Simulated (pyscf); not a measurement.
PySCF, gas phase, ωB97X-D3(BJ)/def2-SVP geometries.

Problem. For the elementary gas-phase step H₂N–SiH(Cl)–Cl + H₂ → H₂N–SiH₂–Cl + HCl (singlet surface; Cl–Si, H–H broken, H–Si, Cl–H formed), what barrier and reaction energy does ωB97M-D3(BJ)/def2-TZVP give, measured from the separated reactants?

Solution. ΔE‡ = 51.9 kcal/mol, ΔE = +19.6 kcal/mol. Zero-point energy shifts the barrier by +3.2 kcal/mol. It is a four-centre exchange, with an imaginary mode of 951i cm⁻¹. On the product side the descent ends in a complex, 4.8 kcal/mol under the separated species and 36.0 kcal/mol under the saddle at ωB97X-D3(BJ)/def2-TZVP. One saddle was located; it need not be the lowest between these sides.
